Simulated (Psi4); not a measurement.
Psi4 input (wB97X-D/6-311+G**):

```
memory 1500 MB

molecule {
0 1
C    -0.00000000   -0.00000000    0.00000000
C    -0.00517784   -0.00003491    1.30012584
C     0.00517784    0.00003491   -1.30012584
H    -0.01084802    0.92621741    1.86315371
H    -0.00399217   -0.92631746    1.86313127
H     0.93368018    0.00347788   -1.85945350
H    -0.91884000   -0.00337783   -1.86683148
symmetry c1
no_reorient
no_com
}

set {
  basis 6-311+G**
  reference rks
  scf_type pk
  dft_radial_points 99
  dft_spherical_points 590
  e_convergence 1e-8
  d_convergence 1e-7
  maxiter 150
}

e = energy('wb97x-d')
print_out(f'\nFINAL {e:.10f} DIPOLE {variable("CURRENT DIPOLE")[0]:.6f} {variable("CURRENT DIPOLE")[1]:.6f} {variable("CURRENT DIPOLE")[2]:.6f}\n')
```

Output:

```
   => Loading Basis Set <=

    Name: 6-311+G**
    Role: ORBITAL
    Keyword: BASIS
    atoms 1-3 entry C          line   129 file 6-311pgss.gbs
    atoms 4-7 entry H          line    42 file 6-311pgss.gbs

   => WB97X-D: Empirical Dispersion <=

    Chai and Head-Gordon Dispersion Correction
    Chai, J.-D.; Head-Gordon, M. (2010), J. Chem. Phys., 132: 6615-6620

        s6 =       1.000000

         ---------------------------------------------------------
                                   SCF
               by Justin Turney, Rob Parrish, Andy Simmonett
                          and Daniel G. A. Smith
                              RKS Reference
         ---------------------------------------------------------

  ==> Geometry <==

    Molecular point group: c1
    Full point group: C1

    Geometry (in Angstrom), charge = 0, multiplicity = 1:

       Center              X                  Y                   Z               Mass
    ------------   -----------------  -----------------  -----------------  -----------------
         C            0.000000000000     0.000000000000     0.000000000000    12.000000000000
         C           -0.005177840000    -0.000034910000     1.300125840000    12.000000000000
         C            0.005177840000     0.000034910000    -1.300125840000    12.000000000000
         H           -0.010848020000     0.926217410000     1.863153710000     1.007825032230
         H           -0.003992170000    -0.926317460000     1.863131270000     1.007825032230
         H            0.933680180000     0.003477880000    -1.859453500000     1.007825032230
         H           -0.918840000000    -0.003377830000    -1.866831480000     1.007825032230

  Running in c1 symmetry.

  Rotational constants: A =      4.87386  B =      0.29947  C =      0.29947 [cm^-1]
  Rotational constants: A = 146114.50364  B =   8977.81805  C =   8977.81805 [MHz]
  Nuclear repulsion =   59.412110693341475

  Charge       = 0
  Multiplicity = 1
  Electrons    = 22
  Nalpha       = 11
  Nbeta        = 11

  ==> Algorithm <==

  SCF Algorithm Type is PK.
  DIIS enabled.
  MOM disabled.
  Fractional occupation disabled.
  Guess Type is SAD.
  Energy threshold   = 1.00e-08
  Density threshold  = 1.00e-07
  Integral threshold = 1.00e-12

  ==> Primary Basis <==

  Basis Set: 6-311+G**
    Blend: 6-311+G**
    Number of shells: 46
    Number of basis functions: 90
    Number of Cartesian functions: 93
    Spherical Harmonics?: true
    Max angular momentum: 2

  ==> DFT Potential <==

   => LibXC <=

    Version 7.1.2
    S. Lehtola, C. Steigemann, M. J. T. Oliveira, and M. A. L. Marques,  SoftwareX 7, 1–5 (2018) (10.1016/j.softx.2017.11.002)

   => Composite Functional: WB97X-D <=

    wB97X-D Hyb-GGA Exchange-Correlation Functional

    J.-D. Chai and M. Head-Gordon,  Phys. Chem. Chem. Phys. 10, 6615–6620 (2008) (10.1039/B810189B)

    Deriv               =              1
    GGA                 =           TRUE
    Meta                =          FALSE

    Exchange Hybrid     =           TRUE
    MP2 Hybrid          =          FALSE

   => Exchange-Correlation Functionals <=

    1.0000   wB97X-D range-separated functional

   => Exact (HF) Exchange <=

    0.7780            HF,LR [omega = 0.2000]
    0.2220               HF

   => LibXC Density Thresholds  <==

    XC_HYB_GGA_XC_WB97X_D:  1.00E-14

   => Molecular Quadrature <=

    Radial Scheme          =       TREUTLER
    Pruning Scheme         =           NONE
    Nuclear Scheme         =       TREUTLER

    Blocking Scheme        =         OCTREE
    BS radius alpha        =              1
    Pruning alpha          =              1
    Radial Points          =             99
    Spherical Points       =            590
    Total Points           =         394133
    Total Blocks           =           2858
    Max Points             =            256
    Max Functions          =             90
    Weights Tolerance      =       1.00E-15

  ==> Integral Setup <==

  Using in-core PK algorithm.
   Calculation information:
      Number of atoms:                   7
      Number of AO shells:              46
      Number of primitives:             81
      Number of atomic orbitals:        93
      Number of basis functions:        90

      Integral cutoff                 1.00e-12
      Number of threads:                 1

  Performing in-core PK
  Using 25159680 doubles for integral storage.
  We computed 560977 shell quartets total.
  Whereas there are 584821 unique shell quartets.

  Computing range-separated integrals for PK
  We computed 560977 wK shell quartets total.
  Whereas there are 584821 wK unique shell quartets.

  ==> DiskJK: Disk-Based J/K Matrices <==

    J tasked:                  Yes
    K tasked:                  Yes
    wK tasked:                 Yes
    Omega:               2.000E-01
    Schwarz Cutoff:          1E-12


  Cached 50.0% of DFT collocation blocks in 0.443 [GiB].

  Minimum eigenvalue in the overlap matrix is 3.3849363391E-06.
  Reciprocal condition number of the overlap matrix is 4.5349737769E-07.
    Using symmetric orthogonalization.

  ==> Pre-Iterations <==

  SCF Guess: Superposition of Atomic Densities via on-the-fly atomic UHF (no occupation information).

   -------------------------
    Irrep   Nso     Nmo
   -------------------------
     A         90      90
   -------------------------
    Total      90      90
   -------------------------

  ==> Iterations <==

                        Total Energy        Delta E     RMS |[F,P]|

   @RKS iter SAD:  -115.79276869226507   -1.15793e+02   0.00000e+00
   @RKS iter   1:  -116.45893302610718   -6.66164e-01   6.51744e-03 DIIS/ADIIS
   @RKS iter   2:  -116.56990680070088   -1.10974e-01   4.21439e-03 DIIS/ADIIS
   @RKS iter   3:  -116.64249789926056   -7.25911e-02   3.64666e-04 DIIS/ADIIS
   @RKS iter   4:  -116.64292505017124   -4.27151e-04   2.43428e-04 DIIS/ADIIS
   @RKS iter   5:  -116.64318634293032   -2.61293e-04   2.95968e-05 DIIS
   @RKS iter   6:  -116.64319333010815   -6.98718e-06   6.94279e-06 DIIS
   @RKS iter   7:  -116.64319376124337   -4.31135e-07   1.15584e-06 DIIS
   @RKS iter   8:  -116.64319377097513   -9.73176e-09   1.83851e-07 DIIS
   @RKS iter   9:  -116.64319377117148   -1.96351e-10   1.00632e-08 DIIS
  Energy and wave function converged.

  ==> Post-Iterations <==

   Electrons on quadrature grid:
      Ntotal   =   21.9999999521 ; deviation = -4.792e-08

    Orbital Energies [Eh]
    ---------------------

    Doubly Occupied:

       1A    -10.310317     2A    -10.290261     3A    -10.290208
       4A     -0.898645     5A     -0.807684     6A     -0.616605
       7A     -0.545123     8A     -0.535607     9A     -0.535607
      10A     -0.353582    11A     -0.353582

    Virtual:

      12A      0.068379    13A      0.068379    14A      0.074533
      15A      0.083934    16A      0.112943    17A      0.112943
      18A      0.117111    19A      0.146865    20A      0.146865
      21A      0.164396    22A      0.202984    23A      0.202984
      24A      0.222347    25A      0.237095    26A      0.254796
      27A      0.287935    28A      0.320106    29A      0.320106
      30A      0.378438    31A      0.503222    32A      0.552288
      33A      0.579977    34A      0.582223    35A      0.582223
      36A      0.592832    37A      0.652507    38A      0.652507
      39A      0.721968    40A      0.721968    41A      0.765809
      42A      0.775932    43A      0.775932    44A      0.787065
      45A      0.973229    46A      1.000335    47A      1.077369
      48A      1.089202    49A      1.130374    50A      1.310661
      51A      1.365142    52A      1.365142    53A      1.424461
      54A      1.527810    55A      1.527810    56A      1.551974
      57A      1.704614    58A      1.704614    59A      1.717737
      60A      1.856210    61A      1.917881    62A      1.917881
      63A      1.998520    64A      2.015475    65A      2.174725
      66A      2.241006    67A      2.290559    68A      2.347760
      69A      2.347760    70A      2.481158    71A      2.601233
      72A      2.601233    73A      2.728716    74A      2.729046
      75A      2.762404    76A      2.775910    77A      2.775910
      78A      2.978263    79A      3.022515    80A      3.022515
      81A      3.155820    82A      3.155820    83A      3.557755
      84A      3.565916    85A      3.837899    86A      3.837899
      87A      4.159947    88A     23.720366    89A     24.154046
      90A     24.915590

    Final Occupation by Irrep:
              A
    DOCC [    11 ]
    NA   [    11 ]
    NB   [    11 ]

  @RKS Final Energy:  -116.64319377117148

   => Energetics <=

    Nuclear Repulsion Energy =             59.4121106933414751
    One-Electron Energy =                -272.8686072276853452
    Two-Electron Energy =                 108.8787898097760234
    DFT Exchange-Correlation Energy =     -12.0644583917414252
    Empirical Dispersion Energy =          -0.0010286548622121
    VV10 Nonlocal Energy =                  0.0000000000000000
    Total Energy =                       -116.6431937711714824

Computation Completed

Properties will be evaluated at   0.000000,   0.000000,   0.000000 [a0]

Properties computed using the SCF density matrix

 Multipole Moments:

 ------------------------------------------------------------------------------------
     Multipole            Electronic (a.u.)      Nuclear  (a.u.)        Total (a.u.)
 ------------------------------------------------------------------------------------

 L = 1.  Multiply by 2.5417464519 to convert [e a0] to [Debye]
 Dipole X            :          0.0000000           -0.0000000           -0.0000000
 Dipole Y            :         -0.0000000            0.0000000           -0.0000000
 Dipole Z            :          0.0000000            0.0000000            0.0000000
 Magnitude           :                                                    0.0000000

 ------------------------------------------------------------------------------------

FINAL -116.6431937712 DIPOLE -0.000000 -0.000000 0.000000

*** Psi4 exiting successfully. Buy a developer a beer!
```

The geometry given is a B3LYP-D3(BJ)/def2-TZVP minimum.
